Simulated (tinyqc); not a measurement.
Inside a calculation. Method: MP2 on RHF in the sto-3g basis, for HF, spin multiplicity 1. One step of it, computed by the program tinyqc.

Task: Iteration 1: building the Fock matrix. J_ij = sum D_kl (ij|kl), K_ij = sum D_kl (ik|jl); F = H + J - 0.5 K; E = tr D H + tr D J / 2 - 0.25 tr D K + E_nn.

D at the start, order 1F 1s, 1F 2s, 1F 2px, 1F 2py, 1F 2pz, 2H 1s:
$$\begin{pmatrix}
2.126951 & -0.547614 & 0.000000 & 0.000000 & -0.035930 & 0.077580 \\
-0.547614 & 2.360237 & 0.000000 & 0.000000 & 0.213071 & -0.333778 \\
0.000000 & 0.000000 & 2.000000 & 0.000000 & 0.000000 & 0.000000 \\
0.000000 & 0.000000 & 0.000000 & 2.000000 & 0.000000 & 0.000000 \\
-0.035930 & 0.213071 & 0.000000 & 0.000000 & 2.182959 & -0.343640 \\
0.077580 & -0.333778 & 0.000000 & 0.000000 & -0.343640 & 0.092629
\end{pmatrix}$$

core Hamiltonian H = T + V (hartree), order 1F 1s, 1F 2s, 1F 2px, 1F 2py, 1F 2pz, 2H 1s:
$$\begin{pmatrix}
-40.575083 & -9.520580 & 0.000000 & 0.000000 & -0.013681 & -1.792098 \\
-9.520580 & -11.050233 & 0.000000 & 0.000000 & -0.165428 & -3.777423 \\
0.000000 & 0.000000 & -8.712640 & 0.000000 & 0.000000 & 0.000000 \\
0.000000 & 0.000000 & 0.000000 & -8.712640 & 0.000000 & 0.000000 \\
-0.013681 & -0.165428 & 0.000000 & 0.000000 & -8.816830 & -2.491814 \\
-1.792098 & -3.777423 & 0.000000 & 0.000000 & -2.491814 & -5.240671
\end{pmatrix}$$

Two-electron integrals (ij|kl) in chemists' order, unique and non-zero (hartree):
```
(11|11) 5.403501   (21|11) 0.841920   (21|21) 0.156299   (22|11) 1.268028
(22|21) 0.292344   (22|22) 0.926167   (31|31) 0.027998   (32|31) 0.043169
(32|32) 0.204588   (33|11) 1.264502   (33|21) 0.292403   (33|22) 0.925959
(33|33) 0.997514   (41|41) 0.027998   (42|41) 0.043169   (42|42) 0.204588
(43|43) 0.053770   (44|11) 1.264502   (44|21) 0.292403   (44|22) 0.925959
(44|33) 0.889973   (44|44) 0.997514   (51|51) 0.027998   (52|51) 0.043169
(52|52) 0.204588   (53|53) 0.053770   (54|54) 0.053770   (55|11) 1.264502
(55|21) 0.292403   (55|22) 0.925959   (55|33) 0.889973   (55|44) 0.889973
(55|55) 0.997514   (61|11) 0.159734   (61|21) 0.029391   (61|22) 0.054583
(61|33) 0.054501   (61|44) 0.054501   (61|51) 0.001205   (61|52) 0.002251
(61|55) 0.054754   (61|61) 0.005584   (62|11) 0.390304   (62|21) 0.091132
(62|22) 0.320474   (62|33) 0.315885   (62|44) 0.315885   (62|51) 0.006191
(62|52) 0.047613   (62|55) 0.329345   (62|61) 0.017369   (62|62) 0.134620
(63|31) 0.009710   (63|32) 0.056891   (63|53) 0.010110   (63|63) 0.020311
(64|41) 0.009710   (64|42) 0.056891   (64|54) 0.010110   (64|64) 0.020311
(65|11) 0.259415   (65|21) 0.061369   (65|22) 0.231077   (65|33) 0.221082
(65|44) 0.221082   (65|51) 0.013368   (65|52) 0.089622   (65|55) 0.250807
(65|61) 0.012206   (65|62) 0.118968   (65|65) 0.124672   (66|11) 0.529882
(66|21) 0.125760   (66|22) 0.508942   (66|33) 0.491183   (66|44) 0.491183
(66|51) 0.011142   (66|52) 0.119402   (66|55) 0.543859   (66|61) 0.024142
(66|62) 0.269210   (66|65) 0.276335   (66|66) 0.774606
```

nuclear repulsion = 4.95072235 hartree

Give: Coulomb J; exchange K; Fock matrix F; total energy of this density.

Result:

Coulomb J (hartree), order 1F 1s, 1F 2s, 1F 2px, 1F 2py, 1F 2pz, 2H 1s:
$$\begin{pmatrix}
21.0171 & 4.0307 & 0.0000 & 0.0000 & 0.0043 & 0.7579 \\
4.0307 & 9.9709 & 0.0000 & 0.0000 & 0.0021 & 3.3451 \\
0.0000 & 0.0000 & 9.9637 & 0.0000 & 0.0000 & 0.0000 \\
0.0000 & 0.0000 & 0.0000 & 9.9637 & 0.0000 & 0.0000 \\
0.0043 & 0.0021 & 0.0000 & 0.0000 & 9.9588 & 2.3614 \\
0.7579 & 3.3451 & 0.0000 & 0.0000 & 2.3614 & 5.0984
\end{pmatrix}$$

exchange K (hartree), order 1F 1s, 1F 2s, 1F 2px, 1F 2py, 1F 2pz, 2H 1s:
$$\begin{pmatrix}
11.1178 & 1.9503 & 0.0000 & 0.0000 & 0.0018 & 0.3860 \\
1.9503 & 3.2431 & 0.0000 & 0.0000 & 0.0081 & 0.9587 \\
0.0000 & 0.0000 & 2.6736 & 0.0000 & 0.0000 & 0.0000 \\
0.0000 & 0.0000 & 0.0000 & 2.6736 & 0.0000 & 0.0000 \\
0.0018 & 0.0081 & 0.0000 & 0.0000 & 2.6692 & 0.5032 \\
0.3860 & 0.9587 & 0.0000 & 0.0000 & 0.5032 & 0.4197
\end{pmatrix}$$

Fock matrix F (hartree), order 1F 1s, 1F 2s, 1F 2px, 1F 2py, 1F 2pz, 2H 1s:
$$\begin{pmatrix}
-25.1168 & -6.4651 & 0.0000 & 0.0000 & -0.0103 & -1.2272 \\
-6.4651 & -2.7009 & 0.0000 & 0.0000 & -0.1674 & -0.9117 \\
0.0000 & 0.0000 & -0.0858 & 0.0000 & 0.0000 & 0.0000 \\
0.0000 & 0.0000 & 0.0000 & -0.0858 & 0.0000 & 0.0000 \\
-0.0103 & -0.1674 & 0.0000 & 0.0000 & -0.1926 & -0.3820 \\
-1.2272 & -0.9117 & 0.0000 & 0.0000 & -0.3820 & -0.3521
\end{pmatrix}$$

total energy of this density = -97.826101 hartree
